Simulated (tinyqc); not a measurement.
CCD on RHF in the sto-3g basis, frozen core, for OH-, spin multiplicity 1, step by step. The basis has no diffuse functions, so it cannot describe the extra electron: this is an exercise in the method, not the real anion. One step of it, computed by the program tinyqc.

Task: CCD: starting amplitudes. t_ij^ab = <ij||ab> / (e_i + e_j - e_a - e_b), whose energy is MP2.

orbital energies (hartree): MO1 -19.339364, MO2 -0.624592, MO3 0.078006, MO4 0.266209, MO5 0.266209, MO6 1.386281

Two-electron integrals over orbitals (pq|rs), unique and non-zero (hartree); the lowest 1 orbital is frozen and left out:
```
(22|22) 0.737691    (32|22) -0.013310   (32|32) 0.145994    (33|22) 0.663475
(33|32) 0.060372    (33|33) 0.719892    (42|42) 0.138749    (43|42) 0.057289
(43|43) 0.058139    (44|22) 0.738872    (44|32) 0.090453    (44|33) 0.690951
(44|44) 0.880159    (52|52) 0.138749    (53|52) 0.057289    (53|53) 0.058139
(54|54) 0.047444    (55|22) 0.738872    (55|32) 0.090453    (55|33) 0.690951
(55|44) 0.785270    (55|55) 0.880159    (62|22) -0.119773   (62|32) -0.001124
(62|33) -0.031417   (62|44) -0.137672   (62|55) -0.137672   (62|62) 0.112040
(63|22) 0.059779    (63|32) 0.107868    (63|33) 0.095865    (63|44) 0.126491
(63|55) 0.126491    (63|62) -0.051426   (63|63) 0.134506    (64|42) -0.048899
(64|43) 0.001063    (64|64) 0.039613    (65|52) -0.048899   (65|53) 0.001063
(65|65) 0.039613    (66|22) 0.698746    (66|32) -0.051951   (66|33) 0.648394
(66|44) 0.664552    (66|55) 0.664552    (66|62) -0.087407   (66|63) 0.019741
(66|66) 0.729695
```

Give: Starting amplitudes; correlation energy.

Result:

Starting amplitudes (spin orbitals 1a, 1b, ...; amplitudes related by a flip of all spins are not repeated):
```
from      to        t
3a 3b  6a 6b  -0.0514
2a 2b  6a 6b  -0.0279
4a 4b  6a 6b  -0.0177
5a 5b  6a 6b  -0.0177
2a 3b  6a 6b   0.0155
```

correlation energy = -0.013030 hartree
